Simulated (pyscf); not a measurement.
Elementary routes open to hydrogen fluoride (HF) + HC≡C–F in the gas phase (singlet surface):
A. F–CH=CH–F (F–H broken; C–F, C–H formed)
B. H₂C=C(F)–F (F–H broken; C–H, C–F formed)

PySCF, gas phase, ωB97X-D3(BJ)/def2-SVP geometries. MP2 and CC: frozen core, UHF for open shells. ΔMP2 is the change of the MP2 total energy from the triple- to the quadruple-zeta basis.

### Question
Rank the routes by free-energy barrier at 1200 K, lowest first, for CCSD(T)/def2-TZVPP + ΔMP2(QZVPP) energies (ideal gas, 1 atm, RRHO with modes under 100 cm⁻¹ raised to 100, one conformer, R ln 2 for rigid chiral ones).

### Answer
B (79.0 kcal/mol), A (87.9 kcal/mol)

Route B is the fastest of these, ahead of the next by 8.9 kcal/mol. The most stable products are those of B (ΔG = -2.7 kcal/mol), so kinetics and thermodynamics agree. At 298 K B is still the fastest. Only these routes are compared; each barrier is that of the saddle found, and lower ones may exist. The CCSD(T) − MP2 part came from Ansatz, without density fitting, on the same reference.
